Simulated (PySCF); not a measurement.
Working out the ionisation energy of B

B [He] 2s2 2p1 (2P) → B⁺ [He] 2s2 (1S). Computed with PySCF 2.14 in aug-cc-pVQZ (6s5p4d3f2g, 80 functions), with the non-relativistic Hamiltonian (point nucleus). Frozen: 1s2. Energies in hartree (1 hartree = 27.21139 eV):

```csv
part,B (lower),B⁺ (upper)
UHF,-24.532984,-24.237473
MP2 opposite-spin,-0.043818,-0.038087
MP2 same-spin,-0.003427,0.000000
```

Question: What does Hartree-Fock give?

Answer: (-24.237473) − (-24.532984) = 0.295511 hartree = 8.041 eV.

Question: What do MP2 and SCS-MP2 (6/5 opposite-spin, 1/3 same-spin) give?

Answer: The opposite-spin parts differ by 0.156 eV and the same-spin parts by 0.093 eV. MP2: 8.041 + (0.156) + (0.093) = 8.290 eV. SCS-MP2: 8.041 + 1.2 × (0.156) + (0.093)/3 = 8.259 eV.

Measured between the centres of the two terms (NIST): 8.297 eV, so MP2 (valence) is off by -0.007 eV.

What remains against the reference includes basis incompleteness, the frozen core and correlation beyond second order.
